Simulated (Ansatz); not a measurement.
Relaxation of BFH₃ (5 atoms, charge 0, multiplicity 2), to a largest force component of 0.03 eV/Å in at most 50 steps.

The calculation used UKS B3LYP/cc-pVDZ in Ansatz.

```xyz
5
Properties=species:S:1:pos:R:3
B -0.001 0.000 -0.368
H 0.006 0.000 2.016
H 1.102 0.000 -0.840
H -1.104 0.000 -0.844
F -0.003 0.000 2.945
```

**Question.** Where does it end, and by what steps?

**Answer.** The forces met the threshold. After 3 steps the energy has fallen by 0.049 eV; H2 moved furthest, 0.25 Å.

```json
{"step": "0", "energy less start (eV)": "0.0000", "largest force component (eV/Å)": "0.444", "accepted": "yes"}
{"step": "1", "energy less start (eV)": "-0.0435", "largest force component (eV/Å)": "0.546", "accepted": "yes"}
{"step": "2", "energy less start (eV)": "-0.0485", "largest force component (eV/Å)": "0.188", "accepted": "yes"}
{"step": "3", "energy less start (eV)": "-0.0491", "largest force component (eV/Å)": "0.022", "accepted": "yes"}
```

```xyz
5
Properties=species:S:1:pos:R:3
B -0.001 0.000 -0.206
H -0.001 0.000 1.766
H 1.100 0.000 -0.681
H -1.100 0.000 -0.683
F 0.001 0.000 2.714
```

The run took 5.7 s on 1 thread of Arm Neoverse V1, with other jobs on the host, peak memory 0.1 GiB.
